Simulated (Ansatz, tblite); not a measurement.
**The cluster CdCl2+: rung by rung**

One table from this session's results is given with a row withheld; the runs are named, their logs left out.

The runs use Ansatz 0.2.0, Gaussian basis; as each input shows.

Plan: GFN1-xTB, GFN2-xTB, PBE-D4/def2-TZVP, r2SCAN-D4/def2-TZVP, revPBE-D4/def2-TZVP, HSE06-D4/def2-TZVP, HF/def2-TZVP, B3LYP-D4/def2-TZVP, r2SCAN0-D4/def2-TZVP, PBE-D4/def2-SVP, PBE0-D4/def2-SVP, CCSD(T)/def2-TZVPP, MP2/def2-TZVP, RPA/def2-TZVP.

6 further runs of the same task are left out: 6 set aside as unsound or not needed. Runs told in other sessions of the task aren't counted.

**The structure**

The doublet was relaxed beforehand with r2SCAN-D4/def2-TZVP. At that level it is the lowest of the isomers that a small search found.

3 atoms, charge 1, spin multiplicity 2.

Bond lengths: Cd1–Cl2 2.294 Å, Cd1–Cl3 2.294 Å. Angles: Cl2–Cd1–Cl3 179.9°.

Cd takes a core potential in the def2 sets. No spin-orbit coupling is included. The ion is computed in the gas phase, without counter-ions or solvent.

PBE0-D4/def2-TZVP was run before; its log isn't repeated, and its numbers join the tables.

The first run:

Tight binding, by tblite at 300 K electronic temperature and without a spin-polarisation term:

```python
tblite.interface.Calculator('GFN1-xTB', numbers, positions, charge=1, uhf=1).singlepoint()
```

Tight binding, by tblite at 300 K electronic temperature and without a spin-polarisation term:

```python
tblite.interface.Calculator('GFN2-xTB', numbers, positions, charge=1, uhf=1).singlepoint()
```

start.molden holds the orbitals of an earlier run on this state, given as this run's starting guess.

File in.yaml:

```yaml
crystal:
  periodic: [false, false, false]
  atoms:
    - {symbol: Cd, position_ang: [-0.000034, 0.001310, 0.000277]}
    - {symbol: Cl, position_ang: [1.952569, 0.291903, -1.167302]}
    - {symbol: Cl, position_ang: [-1.952534, -0.293214, 1.167025]}
basis:
  gaussian: {orbitals: def2-TZVP, initial_orbitals: start.molden}
total_charge: 1
magnetization: {spin_polarized: true, initial_magnetization: 1}
hamiltonian: {xc: pbe, dispersion: d4}
scf: {omitted_lower_state_checks: [starts]}
output: {orbitals: {seedname: orbitals}}
```

Run with:

```
$ ansatz run in.yaml --threads 4 --pin off --events-out ev --progress --plain --max-ram 3916MiB
```

Steps of the session up to this table: PBE-D4/def2-TZVP; r2SCAN-D4/def2-TZVP; revPBE-D4/def2-TZVP; HSE06-D4/def2-TZVP; HF/def2-TZVP; B3LYP-D4/def2-TZVP; r2SCAN0-D4/def2-TZVP; PBE-D4/def2-SVP; PBE0-D4/def2-SVP; CCSD(T)/def2-TZVPP; MP2/def2-TZVP; RPA/def2-TZVP.

One table of the session follows, with a row left open; its other results are not shown here.

| level | HOMO (eV) | LUMO (eV) | gap (eV) |
| --- | --- | --- | --- |
| HF/def2-TZVP | -16.24 | -8.85 | 7.39 |
| PBE-D4/def2-SVP | -13.64 | -13.64 | 0.00 |
| PBE-D4/def2-TZVP | ? | ? | ? |
| revPBE-D4/def2-TZVP | -13.62 | -13.53 | 0.08 |
| r2SCAN-D4/def2-TZVP | -14.00 | -13.67 | 0.33 |
| B3LYP-D4/def2-TZVP | -14.29 | -13.27 | 1.02 |
| PBE0-D4/def2-SVP | -14.38 | -13.18 | 1.20 |
| PBE0-D4/def2-TZVP | -14.31 | -13.12 | 1.19 |
| r2SCAN0-D4/def2-TZVP | -14.34 | -13.14 | 1.20 |
| HSE06-D4/def2-TZVP | -13.98 | -13.45 | 0.54 |

Q: Estimate the row for PBE-D4/def2-TZVP from the others.

As computed: HOMO (eV): -13.68; LUMO (eV): -13.62; gap (eV): 0.06. In the column «HOMO (eV)» it lies between HSE06-D4/def2-TZVP (-13.98) and PBE-D4/def2-SVP (-13.64).
